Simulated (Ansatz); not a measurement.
The standard entropy of C2H2F2 (vinylidene fluoride) from a frequency calculation

A singlet with charge 0, relaxed at PBE-D3(BJ)/def2-TZVP (Ansatz 0.2.0):

```xyz
6

C    -0.1172    0.4759   -0.5499
C     0.1056   -0.3970    0.4228
F    -0.4619   -0.3656    1.6265
F     0.9309   -1.4385    0.3447
H     0.3956    0.3659   -1.5005
H    -0.8111    1.2954   -0.3899
```

Harmonic wavenumbers in cm⁻¹: 426, 534, 613, 691, 768, 912, 924, 1257, 1359, 1719, 3135, 3235.

Masses in u: C 12.011, F 18.998, H 1.008. Take T = 298.15 K, p = 1 bar, R = 8.3145 J/(mol K), kT/hc = 207.22 cm⁻¹, rigid rotor and harmonic oscillator.

Q: Work out S° at 298 K.

A: 
1. Translation (Sackur–Tetrode): S = R[3/2 ln M + 5/2 ln T − 1.1517] with M = 64.034 gives 160.7 J/(mol K).
2. Rotation: principal moments 46.759, 49.081, 95.840 u Å² give A, B, C = 0.3605, 0.3435, 0.1759 cm⁻¹; the symmetry number is σ = 2; q = (√π/σ)√((kT/hc)³/ABC) = 17912; S = R(ln q + 3/2) = 93.9.
3. Vibration: with u = ν̃/207.22, each mode gives R[u/(eᵘ − 1) − ln(1 − e⁻ᵘ)]; the sum is 11.5, most from 426 cm⁻¹ (3.6), 534 cm⁻¹ (2.4), 613 cm⁻¹ (1.8).
4. Electronic: R ln 1 = 0.0, from the spin multiplicity alone.
5. Sum: 160.7 + 93.9 + 11.5 + 0.0 = 266.1 J/(mol K).

The tabulated value is 266.2 J/(mol K) (CRC Handbook of Chemistry and Physics): the model is off by -0.1.
